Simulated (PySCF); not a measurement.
# Vertical excitation energies

Species: C3H8S2.
SMILES: `C(SSC)C`

Method used: TDDFT CAM-B3LYP/def2-SVPD, vertical, gas phase, core orbitals frozen in the response in PySCF 2.14.0, density-fitted response routines. The structure is a single GFN2-xTB conformer in the gas phase; no vibrational or solvent corrections. Torsions of this conformer, `[CH3:1][CH2:2][S:3][S:4][CH3:5]`: C1–C2–S3–S4 -66°, C2–S3–S4–C5 -90°.

Problem. List the vertical singlet excitations with oscillator strengths and describe the spectrum.

Solution. 

```json
{"state": "S1", "E (eV)": "5.07", "ν̃ (cm⁻¹)": "40880", "f": "0.0043", "|μ| (D)": "0.47", "main configurations (H = HOMO, L = LUMO)": "H-1→L (70%), H→L (15%)"}
{"state": "S2", "E (eV)": "5.08", "ν̃ (cm⁻¹)": "40950", "f": "0.0097", "|μ| (D)": "0.71", "main configurations (H = HOMO, L = LUMO)": "H→L (70%), H-1→L (15%)"}
{"state": "S3", "E (eV)": "6.25", "ν̃ (cm⁻¹)": "50390", "f": "0.0013", "|μ| (D)": "0.23", "main configurations (H = HOMO, L = LUMO)": "H→L+2 (29%), H→L+1 (26%), H-1→L+1 (10%)"}
{"state": "S4", "E (eV)": "6.37", "ν̃ (cm⁻¹)": "51350", "f": "0.0037", "|μ| (D)": "0.39", "main configurations (H = HOMO, L = LUMO)": "H-1→L+3 (26%), H→L+3 (23%), H-1→L+2 (22%)"}
{"state": "S5", "E (eV)": "6.57", "ν̃ (cm⁻¹)": "52990", "f": "0.0081", "|μ| (D)": "0.57", "main configurations (H = HOMO, L = LUMO)": "H→L+1 (48%), H→L+3 (18%), H-1→L+3 (10%)"}
{"state": "S6", "E (eV)": "6.61", "ν̃ (cm⁻¹)": "53350", "f": "0.044", "|μ| (D)": "1.33", "main configurations (H = HOMO, L = LUMO)": "H-1→L+1 (70%), H→L+1 (11%)"}
{"state": "S7", "E (eV)": "6.78", "ν̃ (cm⁻¹)": "54670", "f": "0.0055", "|μ| (D)": "0.46", "main configurations (H = HOMO, L = LUMO)": "H-1→L+2 (39%), H-1→L+3 (15%), H→L+3 (13%)"}
{"state": "S8", "E (eV)": "6.83", "ν̃ (cm⁻¹)": "55090", "f": "0.051", "|μ| (D)": "1.40", "main configurations (H = HOMO, L = LUMO)": "H→L+2 (26%), H-1→L+3 (18%), H→L+3 (13%)"}
```

Triplets, Tamm–Dancoff:

```csv
state,E (eV),λ (nm),"main configurations (H = HOMO, L = LUMO)"
T1,4.39,282.6,"H→L (75%), H→L+4 (9%)"
T2,4.44,279.5,"H-1→L (75%), H-1→L+4 (9%)"
T3,5.63,220.1,"H→L+2 (35%), H→L+1 (15%), H→L+6 (8%)"
```

The lowest singlet lies at 5.07 eV (245 nm, ultraviolet) and is very weak; its leading configuration is HOMO-1→LUMO (70%). The strongest level in the table is S8 at 6.83 eV (182 nm, f = 0.051). It is the last of those listed, so stronger ones may follow. S1/S2 lie within about 0.01 eV of each other. Löwdin shares by element: HOMO sulfur 78%, carbon 14% or more; LUMO sulfur 85%. Of the 8 states listed, 2 reach f = 0.01 and none stays under 0.0005. Orbital energies (eV): HOMO-3 -11.05, HOMO-2 -10.36, HOMO-1 -8.14, HOMO -8.10, LUMO 0.64, LUMO+1 1.18, LUMO+2 1.54. The listed states span 1.76 eV, and the widest gap between neighbours is 1.17 eV (S2 to S3). Only the lowest 8 singlets were computed, as vertical energies without vibronic structure.
